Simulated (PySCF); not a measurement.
Gas-phase reaction: C₃H₈ + 4 H = 3 CH₄

Method: PySCF energies plus ideal-gas RRHO corrections (1 bar). 'Table' is the NASA 1993 thermochemical table (part measured, part estimated). † marks an energy on the PBE0/def2-TZVP geometry and frequencies. Open shells (unrestricted): H (multiplicity 2); the rest are closed-shell singlets.

M06-2X/def2-TZVP† gives ΔH°(298 K) = -970.1 kJ.

Task: What does PBE0/def2-SVP† give, and where does the table lie?

Result: PBE0/def2-SVP†: -932.4 kJ. Table: -991.1 kJ.
